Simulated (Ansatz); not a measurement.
Ansatz (a quantum-chemistry and plane-wave program) input (B3LYP-D3(BJ)/def2-TZVP):

Ansatz 0.2 input:
```yaml
crystal:
  periodic: [false, false, false]
  atoms:
    - {symbol: C, position_ang: [0.24243516, -0.19849135, -1.22253028]}
    - {symbol: C, position_ang: [-0.03825523, -0.01277160, 0.02051421]}
    - {symbol: H, position_ang: [-0.23057535, -0.63963619, -2.07626433]}
    - {symbol: O, position_ang: [-0.12431303, 0.23840173, 1.16104509]}
basis:
  gaussian:
    orbitals: def2-TZVP
hamiltonian:
  xc: b3lyp
  dispersion: d3bj
magnetization: {spin_polarized: true, initial_magnetization: 1}
phonons: {temperatures: {t_min: 298.15, t_max: 298.15, t_step: 100}}
```

Output:

```
Functional definition: B3LYP
integrals: 0.02 GiB planned
555 factors; their error is unknown
mean field: 0.27 GiB planned
mean field evaluation 1: about -4132.7918 eV, gradient 2.8e1 eV
mean field evaluation 2: about -4132.3572 eV, gradient 3.1e1 eV
mean field evaluation 4: about -4135.8813 eV, gradient 2.4e0 eV
mean field evaluation 8: about -4135.9094 eV, gradient 5.0e-2 eV
mean field evaluation 16: about -4135.9171 eV, gradient 8.8e-5 eV
mean field -4135.91713103 eV, -151.9921511401 hartree, gradient 1.1e-5 eV, S^2 0.757773; 1 other end points of the search recorded, 0 dependent functions left out
the calculation of the forces begins
reference -4135.91732010 eV, -151.9921580882 hartree; 11, 10 occupied and 88, 89 virtual orbitals, 555 factors
these checks for a lower state are left out or cut short: stability, starts, cluster_reference, orbital_swaps, neighbouring_geometries, increment
integrals: 0.02 GiB planned
555 factors; their error is unknown
mean field: 0.27 GiB planned
mean field evaluation 32: about -4135.9079 eV, gradient 1.8e-4 eV
mean field -4135.91708766 eV, -151.9921495461 hartree, gradient 1.7e-6 eV, S^2 0.757767; 0 other end points of the search recorded, 0 dependent functions left out
the calculation of the forces begins
reference -4135.91727674 eV, -151.9921564947 hartree; 11, 10 occupied and 88, 89 virtual orbitals, 555 factors
these checks for a lower state are left out or cut short: stability, starts, cluster_reference, orbital_swaps, neighbouring_geometries, increment
integrals: 0.02 GiB planned
555 factors; their error is unknown
mean field: 0.27 GiB planned
mean field -4135.91708805 eV, -151.9921495607 hartree, gradient 1.7e-6 eV, S^2 0.757779; 0 other end points of the search recorded, 0 dependent functions left out
the calculation of the forces begins
reference -4135.91727711 eV, -151.9921565084 hartree; 11, 10 occupied and 88, 89 virtual orbitals, 555 factors
these checks for a lower state are left out or cut short: stability, starts, cluster_reference, orbital_swaps, neighbouring_geometries, increment
integrals: 0.02 GiB planned
555 factors; their error is unknown
mean field: 0.27 GiB planned
mean field -4135.91700187 eV, -151.9921463934 hartree, gradient 1.7e-6 eV, S^2 0.757754; 0 other end points of the search recorded, 0 dependent functions left out
the calculation of the forces begins
reference -4135.91719098 eV, -151.9921533432 hartree; 11, 10 occupied and 88, 89 virtual orbitals, 555 factors
these checks for a lower state are left out or cut short: stability, starts, cluster_reference, orbital_swaps, neighbouring_geometries, increment
integrals: 0.02 GiB planned
555 factors; their error is unknown
mean field: 0.27 GiB planned
mean field -4135.91698697 eV, -151.9921458459 hartree, gradient 2.3e-6 eV, S^2 0.757793; 0 other end points of the search recorded, 0 dependent functions left out
the calculation of the forces begins
reference -4135.91717599 eV, -151.9921527923 hartree; 11, 10 occupied and 88, 89 virtual orbitals, 555 factors
these checks for a lower state are left out or cut short: stability, starts, cluster_reference, orbital_swaps, neighbouring_geometries, increment
integrals: 0.02 GiB planned
555 factors; their error is unknown
mean field: 0.27 GiB planned
mean field evaluation 64: about -4135.9171 eV, gradient 8.1e-5 eV
mean field -4135.91709984 eV, -151.9921499937 hartree, gradient 1.7e-6 eV, S^2 0.757774; 0 other end points of the search recorded, 0 dependent functions left out
the calculation of the forces begins
reference -4135.91728893 eV, -151.9921569428 hartree; 11, 10 occupied and 88, 89 virtual orbitals, 555 factors
these checks for a lower state are left out or cut short: stability, starts, cluster_reference, orbital_swaps, neighbouring_geometries, increment
integrals: 0.02 GiB planned
555 factors; their error is unknown
mean field: 0.27 GiB planned
mean field -4135.91709840 eV, -151.9921499409 hartree, gradient 1.7e-6 eV, S^2 0.757773; 0 other end points of the search recorded, 0 dependent functions left out
the calculation of the forces begins
reference -4135.91728744 eV, -151.9921568882 hartree; 11, 10 occupied and 88, 89 virtual orbitals, 555 factors
these checks for a lower state are left out or cut short: stability, starts, cluster_reference, orbital_swaps, neighbouring_geometries, increment
integrals: 0.02 GiB planned
555 factors; their error is unknown
mean field: 0.27 GiB planned
mean field -4135.91690723 eV, -151.9921429156 hartree, gradient 2.0e-6 eV, S^2 0.757853; 0 other end points of the search recorded, 0 dependent functions left out
the calculation of the forces begins
reference -4135.91709629 eV, -151.9921498634 hartree; 11, 10 occupied and 88, 89 virtual orbitals, 555 factors
these checks for a lower state are left out or cut short: stability, starts, cluster_reference, orbital_swaps, neighbouring_geometries, increment
integrals: 0.02 GiB planned
555 factors; their error is unknown
mean field: 0.27 GiB planned
mean field -4135.91691248 eV, -151.9921431083 hartree, gradient 2.1e-6 eV, S^2 0.757695; 0 other end points of the search recorded, 0 dependent functions left out
the calculation of the forces begins
reference -4135.91710155 eV, -151.9921500567 hartree; 11, 10 occupied and 88, 89 virtual orbitals, 555 factors
these checks for a lower state are left out or cut short: stability, starts, cluster_reference, orbital_swaps, neighbouring_geometries, increment
integrals: 0.02 GiB planned
555 factors; their error is unknown
mean field: 0.27 GiB planned
mean field evaluation 96: about -4135.9171 eV, gradient 1.7e-6 eV
mean field -4135.91709117 eV, -151.9921496754 hartree, gradient 1.7e-6 eV, S^2 0.757774; 0 other end points of the search recorded, 0 dependent functions left out
the calculation of the forces begins
reference -4135.91728023 eV, -151.9921566231 hartree; 11, 10 occupied and 88, 89 virtual orbitals, 555 factors
these checks for a lower state are left out or cut short: stability, starts, cluster_reference, orbital_swaps, neighbouring_geometries, increment
integrals: 0.02 GiB planned
555 factors; their error is unknown
mean field: 0.27 GiB planned
mean field -4135.91709361 eV, -151.9921497647 hartree, gradient 1.4e-6 eV, S^2 0.757772; 0 other end points of the search recorded, 0 dependent functions left out
the calculation of the forces begins
reference -4135.91728268 eV, -151.9921567132 hartree; 11, 10 occupied and 88, 89 virtual orbitals, 555 factors
these checks for a lower state are left out or cut short: stability, starts, cluster_reference, orbital_swaps, neighbouring_geometries, increment
integrals: 0.02 GiB planned
555 factors; their error is unknown
mean field: 0.27 GiB planned
mean field -4135.91709719 eV, -151.9921498965 hartree, gradient 2.1e-6 eV, S^2 0.757778; 0 other end points of the search recorded, 0 dependent functions left out
the calculation of the forces begins
reference -4135.91728624 eV, -151.9921568438 hartree; 11, 10 occupied and 88, 89 virtual orbitals, 555 factors
these checks for a lower state are left out or cut short: stability, starts, cluster_reference, orbital_swaps, neighbouring_geometries, increment
integrals: 0.02 GiB planned
555 factors; their error is unknown
mean field: 0.27 GiB planned
mean field -4135.91708129 eV, -151.9921493119 hartree, gradient 1.9e-6 eV, S^2 0.757769; 0 other end points of the search recorded, 0 dependent functions left out
the calculation of the forces begins
reference -4135.91727037 eV, -151.9921562608 hartree; 11, 10 occupied and 88, 89 virtual orbitals, 555 factors
these checks for a lower state are left out or cut short: stability, starts, cluster_reference, orbital_swaps, neighbouring_geometries, increment
integrals: 0.02 GiB planned
555 factors; their error is unknown
mean field: 0.27 GiB planned
mean field -4135.91712202 eV, -151.9921508090 hartree, gradient 1.7e-6 eV, S^2 0.757778; 0 other end points of the search recorded, 0 dependent functions left out
the calculation of the forces begins
reference -4135.91731106 eV, -151.9921577561 hartree; 11, 10 occupied and 88, 89 virtual orbitals, 555 factors
these checks for a lower state are left out or cut short: stability, starts, cluster_reference, orbital_swaps, neighbouring_geometries, increment
integrals: 0.02 GiB planned
555 factors; their error is unknown
mean field: 0.27 GiB planned
mean field evaluation 128: about -4135.9079 eV, gradient 1.7e-4 eV
mean field -4135.91712061 eV, -151.9921507572 hartree, gradient 1.7e-6 eV, S^2 0.757769; 0 other end points of the search recorded, 0 dependent functions left out
the calculation of the forces begins
reference -4135.91730971 eV, -151.9921577063 hartree; 11, 10 occupied and 88, 89 virtual orbitals, 555 factors
these checks for a lower state are left out or cut short: stability, starts, cluster_reference, orbital_swaps, neighbouring_geometries, increment
integrals: 0.02 GiB planned
555 factors; their error is unknown
mean field: 0.27 GiB planned
mean field -4135.91697259 eV, -151.9921453174 hartree, gradient 1.7e-6 eV, S^2 0.757710; 0 other end points of the search recorded, 0 dependent functions left out
the calculation of the forces begins
reference -4135.91716164 eV, -151.9921522649 hartree; 11, 10 occupied and 88, 89 virtual orbitals, 555 factors
these checks for a lower state are left out or cut short: stability, starts, cluster_reference, orbital_swaps, neighbouring_geometries, increment
integrals: 0.02 GiB planned
555 factors; their error is unknown
mean field: 0.27 GiB planned
mean field -4135.91699791 eV, -151.9921462480 hartree, gradient 1.9e-6 eV, S^2 0.757838; 0 other end points of the search recorded, 0 dependent functions left out
the calculation of the forces begins
reference -4135.91718700 eV, -151.9921531968 hartree; 11, 10 occupied and 88, 89 virtual orbitals, 555 factors
Total energy: -4135.99374257 eV, -151.9949665621 hartree
Atom 0 at     0.242435    -0.198491    -1.222530 Å, force    -0.000162    -0.000050     0.000103 eV/Å
Atom 1 at    -0.038255    -0.012772     0.020514 Å, force    -0.000031    -0.000036    -0.000082 eV/Å
Atom 2 at    -0.230575    -0.639636    -2.076264 Å, force     0.000128     0.000114     0.000211 eV/Å
Atom 3 at    -0.124313     0.238402     1.161045 Å, force     0.000065    -0.000029    -0.000232 eV/Å
Dipole moment:    -0.174717    -0.151103    -0.269038 e Å
Vibrations: 473.83 503.88 566.34 1265.01 2081.60 3344.85 cm⁻¹, zero-point energy 0.510537 eV
```

It need not be the lowest isomer of its formula.
